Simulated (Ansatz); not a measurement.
Working through a composite energy at a relaxed geometry of AlBH₄S, SMILES B[S][AlH2]

Program: the Python package of Ansatz (0.2.0).

Interactive session:
```pycon
>>> import itertools
>>> import ansatz
>>> from ase.data import atomic_numbers, covalent_radii
>>> import numpy as np
>>> GEOMETRY = '''
... B    -1.38250    0.24250   -0.45710
... S     0.18180    0.66640   -1.35360
... Al    1.37780   -0.23040    0.31470
... H    -1.90180   -0.73330   -0.65770
... H    -1.89980    1.07270    0.25190
... H     1.77920   -1.76960    0.30090
... H     1.90650    0.68370    1.55540
... '''
>>> molecule = ansatz.Crystal.molecule()
>>> for line in GEOMETRY.strip().splitlines():
...     symbol, *xyz = line.split()
...     molecule = molecule.atom(symbol, [float(v) for v in xyz])
...
>>> base = (
...     molecule.calculation()
...     .basis(gaussian='def2-SVP')
...     .functional('r2scan', dispersion='d4')
... )
>>> symbols = [site.symbol for site in molecule.cartesian_sites]
>>> start = np.array([site.position_ang for site in molecule.cartesian_sites], dtype=float)
>>> data = base.relax(force_tolerance=0.01).run(threads=1).report
>>> end = np.array(data['positions_ang'])
>>> # pairs closer than 1.2 times the sum of covalent radii, before or after
>>> radius = [covalent_radii[atomic_numbers[s]] for s in symbols]
>>> span = lambda where, i, j: np.linalg.norm(where[i] - where[j])
>>> bonded = [(i, j) for i, j in itertools.combinations(range(len(symbols)), 2) if min(span(start, i, j), span(end, i, j)) < 1.2 * (radius[i] + radius[j])]
>>> print('pair        before    after (A)')
pair        before    after (A)
>>> for i, j in bonded:
...     print(f'{symbols[i]}{i}-{symbols[j]}{j}'.ljust(10), f'{span(start, i, j):8.4f} {span(end, i, j):8.4f}')
...
B0-S1        1.8521   1.7975
B0-H3        1.1234   1.2062
B0-H4        1.2081   1.2049
S1-Al2       2.2401   2.2173
Al2-H5       1.5907   1.5807
Al2-H6       1.6292   1.5827
>>> for first, second in list(itertools.combinations(bonded, 2)):
...     shared = set(first) & set(second)
...     if shared and symbols[(j := shared.pop())] != 'H':
...         i, k = sorted((set(first) | set(second)) - {j})
...         u, v = end[i] - end[j], end[k] - end[j]
...         angle = np.degrees(np.arccos(np.clip(u @ v / np.linalg.norm(u) / np.linalg.norm(v), -1, 1)))
...         print(f'final angle {symbols[i]}{i}-{symbols[j]}{j}-{symbols[k]}{k}: {angle:.2f} deg')
...
final angle S1-B0-H3: 121.74 deg
final angle S1-B0-H4: 116.69 deg
final angle B0-S1-Al2: 100.66 deg
final angle H3-B0-H4: 121.56 deg
final angle S1-Al2-H5: 119.47 deg
final angle S1-Al2-H6: 115.90 deg
final angle H5-Al2-H6: 124.63 deg
>>> minimum = ansatz.Crystal.molecule()
>>> for symbol, place in zip(symbols, end):
...     minimum = minimum.atom(symbol, place.tolist())
...
>>> at_minimum = minimum.calculation()
>>> # MP2 extrapolated to the basis limit, plus the small-basis difference CCSD(T) - MP2
>>> level = lambda method, basis: at_minimum.basis(gaussian=basis).correlation(method).run(threads=1).report
>>> small, large, cluster = level('mp2', 'cc-pVDZ'), level('mp2', 'cc-pVTZ'), level('ccsd_t', 'cc-pVDZ')
>>> corr = lambda each: (each['free_energy_ev'] - each['reference_energy_ev']) / 27.211386246
>>> mp2_limit = (27 * corr(large) - 8 * corr(small)) / 19
>>> pieces = {'HF / cc-pVTZ': large['reference_energy_ev'] / 27.211386246, 'MP2 correlation, DZ-TZ limit': mp2_limit, 'CCSD(T) - MP2 / cc-pVDZ': corr(cluster) - corr(small)}
>>> for name, value in pieces.items():
...     print(f'{name:32s} {value:14.6f} Ha')
...
HF / cc-pVTZ                        -666.538275 Ha
MP2 correlation, DZ-TZ limit          -0.390137 Ha
CCSD(T) - MP2 / cc-pVDZ               -0.053999 Ha
>>> print(f'{"sum":32s} {sum(pieces.values()):14.6f} Ha')
sum                                 -666.982411 Ha
>>> print('T1 diagnostic', round(cluster['correlation']['coupled_cluster']['t1_diagnostic'], 4))
T1 diagnostic 0.0148
```

Total energies depend on the basis set; only differences at equal settings carry meaning. The sum leaves out core correlation, relativity, the Hartree-Fock basis error and zero-point energy; a DZ-TZ extrapolation is rough. Inner cores stay frozen, so this is valence correlation. For Al to Cl the sets with a tight d function, cc-pV(X+d)Z, are usual. An extrapolation from small basis sets is rough. Hardware and time: 87 s on 1 thread of Arm Neoverse V1, on a shared host, peak memory 0.32 GiB.
